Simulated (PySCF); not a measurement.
Compound: malonic acid, C3H4O4.
SMILES: `O=C(O)CC(=O)O`

All values: CAM-B3LYP/def2-SVPD (PySCF, non-relativistic), on one gas-phase PBE0-D3(BJ)/def2-SVP geometry that isn't relaxed in the solvent. The solvent is an IEF-PCM continuum (van der Waals radii × 1.2), and excitations are vertical TDDFT with non-equilibrium linear response and a frozen core. Only the electrostatic response of the medium enters.

Gas-phase singlets (H = HOMO, L = LUMO):

```tsv
state	E (eV)	λ (nm)	f	leading configurations
S1	5.870	211	0.000	H→L 47%, H-1→L+2 18%
S2	5.926	209	0.000	H-1→L 45%, H→L+2 24%
S3	7.744	160	0.053	H-1→L+1 28%, H→L+2 19%
S4	7.782	159	0.019	H-1→L+2 30%, H→L+2 27%
S5	7.814	159	0.013	H→L+1 44%, H→L 22%
```

Q: How does the list change in chloroform (ε = 4.711)?

A: 
```json
{"state": "S1", "E (eV)": "5.960", "λ (nm)": "208", "f": "0.000", "leading configurations": "H→L 51%, H-1→L+1 13%", "change by rank (eV)": "+0.090"}
{"state": "S2", "E (eV)": "6.018", "λ (nm)": "206", "f": "0.000", "leading configurations": "H-1→L 43%, H→L+2 14%", "change by rank (eV)": "+0.092"}
{"state": "S3", "E (eV)": "7.818", "λ (nm)": "159", "f": "0.027", "leading configurations": "H-1→L+1 29%, H-1→L 26%", "change by rank (eV)": "+0.074"}
{"state": "S4", "E (eV)": "7.885", "λ (nm)": "157", "f": "0.022", "leading configurations": "H→L 22%, H→L+2 19%", "change by rank (eV)": "+0.103"}
{"state": "S5", "E (eV)": "8.022", "λ (nm)": "155", "f": "0.028", "leading configurations": "H→L+2 32%, H→L+1 32%", "change by rank (eV)": "+0.208"}
```

Q: How does the list change in dichloromethane (ε = 8.93)?

A: 
```tsv
state	E (eV)	λ (nm)	f	leading configurations	change by rank (eV)
S1	5.977	207	0.000	H→L 51%, H-1→L+1 16%	+0.107
S2	6.037	205	0.000	H-1→L 42%, H→L+1 19%	+0.111
S3	7.830	158	0.024	H-1→L+1 33%, H-1→L 26%	+0.086
S4	7.903	157	0.022	H→L+1 24%, H→L 20%	+0.121
S5	8.053	154	0.028	H→L+2 46%, H→L+1 20%	+0.239
```

Q: How do the frontier levels move from gas to dichloromethane?

A: 
| orbital | gas (eV) | solvent (eV) | change (eV) |
| --- | --- | --- | --- |
| LUMO+2 | 0.95 | 1.06 | +0.11 |
| LUMO+1 | 0.80 | 1.02 | +0.22 |
| LUMO | 0.68 | 0.74 | +0.06 |
| HOMO | -10.06 | -10.10 | -0.04 |
| HOMO-1 | -10.20 | -10.24 | -0.04 |
| HOMO-2 | -11.12 | -11.12 | 0.00 |
| HOMO-3 | -11.40 | -11.37 | +0.03 |

The HOMO–LUMO gap goes from 10.73 to 10.84 eV. Rows go by rank; for LUMO, LUMO+1 and LUMO+2 the atom shares or the degeneracy differ between the runs, so the row needn't follow one orbital.

Shape of the structure used: `[O:1]=[C:2]([OH:3])[CH2:4][C:5](=[O:6])[OH:7]`: O1–C2–C4–C5 58°, C2–C4–C5–O6 39°, H–O3–C2–O1 -1°, H–O7–C5–C4 -178°.
